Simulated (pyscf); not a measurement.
## Addition across a multiple bond or ene-type step: H₂C=NH (SMILES C=N) + H₂C=CH₂ (SMILES C=C) -> H₂C=N–CH₂–CH₃ (SMILES C=NCC)

Gas phase, singlet surface, charge 0. Bonds broken: N2–H5. Bonds formed: N2–C6, H5–C7. Optimised with ωB97X-D3(BJ)/def2-SVP in PySCF. MP2 and CC: frozen core, UHF for open shells. ΔMP2 is the change of the MP2 total energy from the triple- to the quadruple-zeta basis.

Transition state (Å):

```xyz
11

C     -1.8275    -1.0839    -0.5212
N     -1.7254     0.0365     0.1117
H     -2.2268    -1.9616    -0.0054
H     -1.4864    -1.1663    -1.5581
H     -1.4818     0.0928     1.1850
C     -0.7617     1.1604    -0.2609
C      0.1166     1.0222     0.9115
H     -0.3830     0.9484    -1.2750
H     -1.3476     2.0922    -0.2854
H      0.9556     0.3220     0.8081
H      0.3135     1.9146     1.5155
```

One imaginary mode, 883i cm⁻¹; descent along it reached the two sides named.

| bond | change | reactant side (Å) | saddle | product side |
|---|---|---|---|---|
| N2–H5 | breaks | 1.027 | 1.102 | 2.7 |
| N2–C6 | forms | 3.2 | 1.527 | 1.452 |
| H5–C7 | forms | 3.8 | 1.869 | 1.100 |

Electronic energies relative to the separated reactants (kcal/mol):

```tsv
level	barrier	reaction energy	reverse barrier
ωB97X-D3(BJ)/def2-TZVP	49.3	-27.0	76.3
PBE/def2-TZVP	34.1	-25.3	59.4
r²SCAN/def2-TZVP	37.3	-26.6	63.9
B3LYP-D3(BJ)/def2-TZVP	44.2	-23.6	67.8
PBE0-D3(BJ)/def2-TZVP	38.8	-28.9	67.7
M06-2X/def2-TZVP	47.1	-26.0	73.1
ωB97M-D3(BJ)/def2-TZVP	49.5	-24.5	74.0
HF/def2-TZVP	73.4	-19.1	92.5
MP2/def2-QZVPP	43.8	-26.3	70.2
CCSD/def2-TZVPP	53.2	-23.2	76.4
CCSD(T)/def2-TZVPP	47.5	-23.4	70.9
CCSD(T)/def2-TZVPP + ΔMP2(QZVPP)	46.9	-23.5	70.4
```

With CCSD(T)/def2-TZVPP + ΔMP2(QZVPP) energies and thermal terms (ideal gas, 1 atm, RRHO with modes under 100 cm⁻¹ raised to 100, one conformer, R ln 2 for chiral ones without a mode under 150 cm⁻¹), in kcal/mol:

| T (K) | ΔH‡ | ΔG‡ | ΔH | ΔG |
|---|---|---|---|---|
| 298 | 46.0 | 57.0 | -20.9 | -9.9 |
| 600 | 46.4 | 68.0 | -20.7 | +1.1 |
| 900 | 47.1 | 78.7 | -19.9 | +11.9 |
| 1200 | 47.9 | 89.1 | -18.9 | +22.3 |

H₂C=N–CH₂–CH₃ lies 9.3 kcal/mol over its isomer H₂C=C(CH₃)–NH₂ (electronic energy, ωB97M-D3(BJ)/def2-TZVP). One saddle was located; it need not be the lowest between these sides. One closed-shell reference is unstable to symmetry breaking; treat the single-reference values with care. The CCSD(T) − MP2 part came from Ansatz, without density fitting, on the same reference.
